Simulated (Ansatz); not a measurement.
AlCl3, SMILES [Cl][Al]([Cl])[Cl] (connectivity only; charge and spin as stated), charge -1, multiplicity 2.

Geometry optimised at PBE0-D3(BJ)/def2-SVPD. The spin state was assumed, not searched. The isomer is the one that the SMILES or the coordinates give; other isomers of the formula were not compared.

Two levels are set side by side: PBE/def2-SVPD (Ansatz, an electronic-structure program) and PBE0/def2-SVPD (Ansatz). Energy differences of separate SCF runs at the same geometry; the states with an electron removed or added have multiplicity 1. Differences are taken from unrounded values.

```
quantity                         PBE0
-------------------------------  ----
vertical ionisation energy (eV)  2.87
```

Question: What does PBE give, and how far is it from PBE0? (Estimate from the structure and the level; the computed values follow.)

Answer: 
| quantity | PBE | PBE minus PBE0 |
|---|---|---|
| vertical ionisation energy (eV) | 2.72 | -0.15 |
